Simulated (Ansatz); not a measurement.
CH3O, SMILES [O]C, multiplicity 2. Atoms are numbered in the order given.

```xyz
5

C      0.0133    -0.5697     0.0000
O     -0.0105     0.7933     0.0000
H     -0.5608    -0.9358     0.8693
H     -0.5608    -0.9358    -0.8693
H      1.0179    -1.0109     0.0000
```
Charge 0, spin multiplicity 2.

Coordinates come from a B3LYP-D3(BJ)/def2-TZVP optimisation. The isomer is the one that the SMILES or the coordinates give; other isomers of the formula were not compared.

Two levels are set side by side: PBE-D3(BJ)/def2-TZVP (Ansatz, a first-principles code) and B3LYP-D3(BJ)/def2-TZVP (Ansatz). Each level has its own optimised geometry; the coordinates shown are those of the second. Differences are taken from unrounded values.

```tsv
quantity	B3LYP-D3(BJ)
mean bond length (Å)	1.167
bond C1–O2 (Å)	1.363
bond C1–H3 (Å)	1.104
bond C1–H4 (Å)	1.104
bond C1–H5 (Å)	1.097
```

Question: What does PBE-D3(BJ) give, and how far is it from B3LYP-D3(BJ)? (An estimate is asked for; the answer gives what the named calculation found.)

Answer: 
| quantity | PBE-D3(BJ) | PBE-D3(BJ) minus B3LYP-D3(BJ) |
|---|---|---|
| mean bond length (Å) | 1.175 | 0.007 |
| bond C1–O2 (Å) | 1.353 | -0.010 |
| bond C1–H3 (Å) | 1.118 | 0.014 |
| bond C1–H4 (Å) | 1.118 | 0.014 |
| bond C1–H5 (Å) | 1.109 | 0.011 |

Exact exchange shortens and stiffens bonds; PBE has none. Differences between two approximate levels are no errors against the true value.
